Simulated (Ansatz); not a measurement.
## SbH4, doublet: reading a ladder of total energies

Geometry: that of the SbH4⁻, singlet, kept fixed.

```yaml
atoms:
  - { symbol: Sb, position_ang: [0.0231, 0.0000, 0.0000] }
  - { symbol: H, position_ang: [-0.3293, 0.0000, -1.9448] }
  - { symbol: H, position_ang: [-1.0689, 1.3246, 0.0000] }
  - { symbol: H, position_ang: [-1.0689, -1.3246, 0.0000] }
  - { symbol: H, position_ang: [-0.3293, 0.0000, 1.9448] }
```

Basis def2-SVPD with its core potentials; Ansatz 0.2.0. Correlated methods freeze the noble-gas cores and the filled d shells of p-block atoms, which leaves 9 electrons in 55 orbitals. Prefix R: restricted or restricted open-shell reference; prefix U: unrestricted. No spin–orbit coupling is included; scalar relativity enters through the core potentials alone.

Full CI isn't at hand for all of this; UCCSDT(Q) serves as the reference, and is uncertain by about the last step of the cluster series.

Unrestricted rows (U) aren't spin-pure: their determinants' ⟨S²⟩ exceeds S(S+1) by up to 0.12, so they mix in states of higher spin.

Runs differ by some tens of microhartree through their thresholds and, for an open shell, their frozen cores, so steps under 0.03 kcal/mol mean nothing.

```csv
level,total energy (hartree)
UHF,-241.448054
UMP2,-241.569998
UCCSD,-241.606399
UCCSD(T),-241.611143
UCCSDT,-241.612283
UCCSDT(Q),-241.612488
```

Task: What is the correlation energy at UCCSDT(Q), and what share of it do UMP2 and UCCSD recover?

Result: E(corr) = -241.612488 − (-241.448054) = -0.164434 hartree = -4.474 eV. UMP2: -0.121944 / -0.164434 = 74.16 %. UCCSD: -0.158345 / -0.164434 = 96.30 %.

Task: By how many kcal/mol does UCCSD(T) miss UCCSDT(Q) (1 hartree = 627.509 kcal/mol), and which steps make up the rest?

Result: -241.611143 − (-241.612488) = 0.001345 hartree = 0.84 kcal/mol. Steps: UCCSDT − UCCSD(T) = -0.72, UCCSDT(Q) − UCCSDT = -0.13 kcal/mol. Differences between like states or geometries often cancel part of this.
